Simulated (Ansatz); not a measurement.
CdSb₂Se₃Br₂ (C2/m, No. 12)

Level of theory: HSE06 (Ansatz, a quantum-chemistry and plane-wave program, PAW).

Run with plane-wave cutoff 460 eV, 6×6×2 k mesh (along the axes of the cell as run), Fermi–Dirac smearing 0.01 eV, scalar-relativistic PAW data made under PBE.

Cell: measured lattice: a = 20.998 Å, b = 4.026 Å, c = 12.149 Å, α = γ = 90.00°, β = 119.00°.

```yaml
band_gap: 1.64 eV
smallest_direct_gap_on_the_k_points_sampled: 1.68 eV
direct gap at Γ: 2.02 eV
```

Note: cell and atoms aren't relaxed at this level (pressure 1.0 GPa).

Spin–orbit coupling is not included; with these elements it can move the gap by several tenths of an eV or more.
